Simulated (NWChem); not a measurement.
# BPH6 (SMILES [BH3-][PH3+]): the vertical ionisation energy from total energies

The species is BPH6 (8 atoms), meant as a singlet with charge 0. As SMILES, `[BH3-][PH3+]`. Geometry: relaxed at PBE0-D4/def2-TZVP.

Both states at this one shape; open shells run unrestricted unless said. 1 Eh = 27.2114 eV.

```
       level  program  singlet BPH6 (Eh)  doublet [BPH6]+ (Eh)
 HF/def2-SVP   NWChem        -368.751453           -368.372699
PBE0/pcseg-0   NWChem        -369.089097           -368.683023
PBE0/pcseg-1   NWChem        -369.583495           -369.180424
```

Problem. Work out the vertical ionisation energy at each level.

Solution. 
1. HF/def2-SVP: -368.372699 − (-368.751453) = 0.378754 Eh = 10.31 eV.
2. PBE0/pcseg-0: -368.683023 − (-369.089097) = 0.406074 Eh = 11.05 eV.
3. PBE0/pcseg-1: -369.180424 − (-369.583495) = 0.403071 Eh = 10.97 eV.

No measured value is set beside it here; the levels span 10.31 to 11.05 eV. Hartree–Fock favours the state with fewer electron pairs, since it lacks pair correlation.
